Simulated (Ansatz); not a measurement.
# CH4FSi− (SMILES [CH2-][SiH2]F): single points off equilibrium

The task here is to estimate one member of a computed series from the others.

Method: single points in def2-TZVPPD; program: Ansatz 0.2.0, Gaussian basis.

Correlated methods freeze the cores.

## The system as given

SMILES `[CH2-][SiH2]F`, 7 atoms, charge -1, spin multiplicity 1.

Atoms are counted from 1 here; the program's logs count them from 0.

Bond lengths: C1–Si2 1.846 Å, C1–H4 1.101 Å, C1–H5 1.175 Å, Si2–F3 1.805 Å, Si2–H6 1.530 Å, Si2–H7 1.590 Å. Angles: Si2–C1–H4 105.4°, Si2–C1–H5 122.2°, H4–C1–H5 108.8°, C1–Si2–F3 110.8°, C1–Si2–H6 149.4°, C1–Si2–H7 105.9°, F3–Si2–H6 82.7°, F3–Si2–H7 104.5°, H6–Si2–H7 96.4°.

As a file:

```xyz
7
charge -1, multiplicity 1
C    -0.7543    0.3445   -0.9381
Si    0.4211   -0.0775    0.4214
F     0.8363   -1.8337    0.3867
H    -1.6899   -0.1792   -0.6880
H    -1.0064    1.4552   -1.2257
H     0.7018   -0.2393    1.9168
H     1.7827    0.6619    0.0637
```

Set-up of the first run:

Contents of run/in.yaml:

```yaml
crystal:
  periodic: [false, false, false]
  atoms:
    - {symbol: C, position_ang: [-0.754292, 0.344471, -0.938091]}
    - {symbol: Si, position_ang: [0.421125, -0.077520, 0.421409]}
    - {symbol: F, position_ang: [0.836262, -1.833673, 0.386704]}
    - {symbol: H, position_ang: [-1.689850, -0.179194, -0.688005]}
    - {symbol: H, position_ang: [-1.006429, 1.455163, -1.225718]}
    - {symbol: H, position_ang: [0.701759, -0.239304, 1.916753]}
    - {symbol: H, position_ang: [1.782739, 0.661937, 0.063652]}
basis:
  gaussian: {orbitals: "def2-TZVPPD.json"}
total_charge: -1
hamiltonian: {xc: pbe, dispersion: d4}
output: {forces: true}
```

The basis file named in the input lies beside it (Basis Set Exchange, JSON).

Command:

```sh
$ ansatz run in.yaml --threads 2 --pin off --events-out ev --progress --plain --max-ram 3481MiB
```

Among the steps run: PBE-D4/def2-TZVPPD; r2SCAN-D4/def2-TZVPPD; PBE0-D4/def2-TZVPPD; wB97M-V/def2-TZVPPD; CCSD(T)/def2-TZVPPD.

One of the session's tables, all rows but one given; the rest of the session is left out.

```
   method  RMS force component (eV/Å)  angle to CCSD(T) forces (°)
   PBE-D4                           ?                            ?
r2SCAN-D4                       1.017                          5.3
  PBE0-D4                       1.043                          5.9
  wB97M-V                       1.064                          5.8
  CCSD(T)                       1.052                    reference
```

Estimate the missing values for PBE-D4.

The run gave: RMS force component (eV/Å): 0.890; angle to CCSD(T) forces (°): 9.3. In the column «RMS force component (eV/Å)» it is the lowest.
